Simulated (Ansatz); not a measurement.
Reaction: C2H4ClF ((1S)-1-chloro-1-fluoroethane, SMILES C[C@@H](F)Cl) → CH3 (SMILES [CH3], doublet) + CHClF (SMILES F[CH]Cl, doublet) (the C-C bond breaks)
Each species at its own B3LYP-D3(BJ)/def2-TZVP minimum (Ansatz, a program for electronic structure).

Property: bond dissociation energy (electronic), in kcal/mol. Radicals and triplets start from unrestricted determinants; spin-orbit coupling is neglected. CBS(X,Y): correlation extrapolated as X^-3, Hartree-Fock from the larger set. A bracket is a step between two methods taken in the basis named. The functionals are non-relativistic, so their misses hold any scalar relativity. Double hybrids freeze cores in their MP2 part. 'core' is core correlation in cc-pwCVTZ (1s frozen past Ne), 'X2C' scalar relativity in cc-pVTZ-DK, both at CCSD(T).

CCSD(T)/CBS(cc-pV(T+d)Z,cc-pV(Q+d)Z) + [CCSDT(Q) - CCSD(T)]/cc-pV(D+d)Z + core + X2C (Ansatz) gives 99.4 kcal/mol.

### Question
How far off this value is PBE/def2-TZVPD (Ansatz), in which direction, and which of these levels come nearer: r2SCAN/def2-TZVPD, B3LYP/def2-TZVPD, PBE0/def2-TZVPD, wB97M-V/def2-TZVPD, B2PLYP/def2-TZVPD, CCSD(T)/CBS(cc-pV(T+d)Z,cc-pV(Q+d)Z) + core + X2C?

### Answer
PBE gives 94.3 kcal/mol, 5.1 kcal/mol below it. Differences of the others: r2SCAN/def2-TZVPD (Ansatz) -9.6; B3LYP/def2-TZVPD (Ansatz) -8.7; PBE0/def2-TZVPD (Ansatz) -5.2; wB97M-V/def2-TZVPD (Ansatz) -0.2; B2PLYP/def2-TZVPD (Ansatz) -5.1; CCSD(T)/CBS(cc-pV(T+d)Z,cc-pV(Q+d)Z) + core + X2C (Ansatz) 0.1 kcal/mol. Nearer than PBE: wB97M-V/def2-TZVPD, CCSD(T)/CBS(cc-pV(T+d)Z,cc-pV(Q+d)Z) + core + X2C.
